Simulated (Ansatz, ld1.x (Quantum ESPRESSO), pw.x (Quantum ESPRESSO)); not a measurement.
## Ge: one change to the PAW potential, in the atom and in the diamond crystal

- Element: germanium
- Generator: ld1.x (Quantum ESPRESSO) 7.5
- Type: PAW
- Functional: PBEsol
- Relativity: scalar-relativistic
- Frozen core: [Ar] 3d10
- Valence charge: 4
- Reference configuration: 4s1.5 4p2.5
- Partial waves: 4s (bound): rcut 1.45, rcutus 1.75 bohr; 4s channel at 2 Ry: rcut 1.45, rcutus 1.75 bohr; 4p (bound): rcut 1.55, rcutus 1.90 bohr; 4p channel at 1.45 Ry: rcut 1.55, rcutus 1.90 bohr; 4d channel at 0.1 Ry: rcut 1.50, rcutus 1.95 bohr
- Local potential: all-electron potential smoothed inside 1.30 bohr (lloc = -1)
- Core correction: Bessel-smoothed model core inside 1.65 bohr
- Augmentation charge: PSQ, inside the norm-conserving radii

Change: wave 4d channel at 0.1 Ry: rcut 1.50, rcutus 1.95 bohr becomes 4d channel at 0.1 Ry: rcut 1.50, rcutus 2.82 bohr.

Cutoffs, loose and tight: the cutoffs (Ry, on a coarse ladder) from which the occupation-weighted sum of valence levels, in a spherical-Bessel basis at the reference potential, stays within 10 and 1 mRy of its value at 400 Ry. They do not see the model core or the augmentation charge, which bear on the density cutoff. Test errors are all-electron minus pseudo excitation energies from the reference, over the configurations 4s2 4p2; 4s2 4p1; 4s2 4p0; 4s1 4p3; 4s2 4p2.3; 4s1 4p0; 4s1 4p2; variants that change the core or the reference have their own tests.

Crystal test: diamond Ge in pw.x 7.5, no spin, 8³ k-points, Fermi–Dirac smearing 0.01 Ry, cutoffs set for each file from its atomic test. The reference is all-electron LAPW (Ansatz 0.2.0) with the same functional, mesh and smearing; V0 and B0 come from Birch–Murnaghan fits to the pressures at five volumes. Errors are pseudo minus all-electron; Δ is the rms difference of the E(V) curves that follow from these fits, minima aligned, over ±6 % about the mean V0. Mesh and smearing are coarse, so the numbers serve the comparison and aren't converged zero-temperature values; the lattice is a test structure that the element need not adopt.

All-electron: a0 = 5.678 Å (V0 = 22.88 Å³/atom), B0 = 65.5 GPa.

Q: Does the change bring the crystal closer to the all-electron result?

A: The mean pressure error goes from +0.18 to +0.44 GPa, so the change moves the solid further from the all-electron pressures.

```csv
quantity,base,changed
outcome (atom),generated,generated
"cutoff, loose (atom)",8 Ry,8 Ry
"cutoff, tight (atom)",15 Ry,15 Ry
bound ghosts (atom),none,none
largest test error (meV) (atom),-283,-283
cutoffs in pw.x (Ry),40/320,40/320
a0 (Å),5.683,5.690
a0 error (%),+0.09,+0.21
B0 error (%),+1.5,+0.8
Δ (meV/atom),0.9,2.2
mean pressure error (GPa),+0.18,+0.44
```

Changed file: The largest radius (2.82 bohr) exceeds half the bond length (2.32 bohr), so the spheres overlap, which is one possible source of error among others. The atomic cutoffs weigh occupied waves only.
